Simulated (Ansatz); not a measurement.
## MgO, pressure series

Consider MgO in the rock salt structure (space group Fm-3m, No. 225; a = 4.204 Å).

Cell and atoms are relaxed at each pressure.

The values are results of Ansatz (a first-principles code) r2SCAN, spin-orbit coupling left out, not measurements.

```json
[
 {"P (GPa)": "-1.99", "V (Å³/atom)": "9.405"},
 {"P (GPa)": "-1.00", "V (Å³/atom)": "9.347"},
 {"P (GPa)": "0.90", "V (Å³/atom)": "9.241"},
 {"P (GPa)": "2.11", "V (Å³/atom)": "9.177"},
 {"P (GPa)": "4.51", "V (Å³/atom)": "9.055"},
 {"P (GPa)": "9.01", "V (Å³/atom)": "8.847"},
 {"P (GPa)": "15.02", "V (Å³/atom)": "8.602"},
 {"P (GPa)": "22.50", "V (Å³/atom)": "8.338"},
 {"P (GPa)": "30.00", "V (Å³/atom)": "8.107"}
]
```

Problem. Fit a third-order Birch–Murnaghan equation of state.

Solution. Least squares on P(V) = (3B₀/2)[(V₀/V)^(7/3) − (V₀/V)^(5/3)]·[1 + (3/4)(B₀′ − 4)((V₀/V)^(2/3) − 1)] gives V₀ = 9.29 Å³/atom, B₀ = 167 GPa and B₀′ = 4.1.

Measured bulk modulus of MgO: 169.8 GPa (static lattice; corrected from measurement; as listed in Daniel Mejia-Rodriguez, S. B. Trickey, Phys. Rev. B (2018)); the computed value is 2 % below it.

Between the base and pressure 15 GPa the gap moves from 5.68 eV to 6.51 eV, a mean slope of 55 meV/GPa.

Load acts through the strain it causes; cell and atoms are relaxed under it. No phonon test of stability was made. Competing high-pressure phases were not computed.
